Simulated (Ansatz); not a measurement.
Ansatz (a program for electronic structure) input:
A basis named .json is the Basis Set Exchange file of that set.

Ansatz 0.2 input:
```yaml
crystal:
  periodic: [false, false, false]
  atoms:
    - {symbol: C, position_ang: [-0.00304570, -0.15641480, 2.06744886]}
    - {symbol: C, position_ang: [-0.00102067, -0.05592749, 0.70608771]}
    - {symbol: C, position_ang: [0.00080695, 0.03228757, -0.51321328]}
    - {symbol: C, position_ang: [0.00285697, 0.15186452, -1.95874397]}
    - {symbol: H, position_ang: [-0.93121596, -0.20490266, 2.62122401]}
    - {symbol: H, position_ang: [0.92347531, -0.19046764, 2.62504838]}
    - {symbol: H, position_ang: [-0.00468476, 1.20230164, -2.26611604]}
    - {symbol: H, position_ang: [0.89181721, -0.31201186, -2.39299250]}
    - {symbol: H, position_ang: [-0.87697708, -0.32577834, -2.39663976]}
basis:
  gaussian:
    orbitals: aug-cc-pVTZ
    fitting: {mean_field: def2-universal-jkfit, correlation: aug-cc-pVTZ-RIFIT.json}
magnetization: {spin_polarized: true, initial_magnetization: 1}
correlation: {method: mp2, electrons: outside_noble_gas}
```

### Question
Predict the final energy.

### Answer
-154.96156 Eh (RI-MP2/aug-cc-pVTZ). The basis has 299 functions.

It need not be the lowest isomer of its formula.

The determinant is spin-contaminated: <S^2> is 0.94 against 0.75 for a pure state.
